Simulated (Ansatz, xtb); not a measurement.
# Ranking isomers of H2N2

3 gas-phase structures of H2N2, found in a search over its isomers (lower ones may exist). Each was relaxed with GFN2-xTB:

A. `[H]/N=N\[H]`, a singlet
B. `[H]/N=N/[H]`, a singlet
C. `[N-]=[NH2+]`, a singlet

Which do you expect lowest at r2SCAN-D4/def2-SVP, and how would the others follow?

Calculated order at r2SCAN-D4/def2-SVP: B (0.0), A (7.9), C (21.4) kcal/mol.

Energies above the lowest of each column, in kcal/mol; the last columns are at B3LYP-D4/def2-TZVP geometries:

| structure | GFN2-xTB | HF/STO-3G | r2SCAN-D4/def2-SVP | B3LYP-D4/def2-TZVP | CCSD(T)/def2-TZVPP |
| --- | --- | --- | --- | --- | --- |
| B | 1.6 | 0.0 | 0.0 | 0.0 | 0.0 |
| A | 0.0 | 11.6 | 7.9 | 5.6 | 5.5 |
| C | 24.1 | 21.7 | 21.4 | 21.5 | 25.5 |

CCSD(T)/def2-TZVPP puts B lowest; GFN2-xTB picks A. Large T1 diagnostics make some coupled-cluster values less sure.

Programs: Ansatz 0.2.0, xtb 6.7.1.
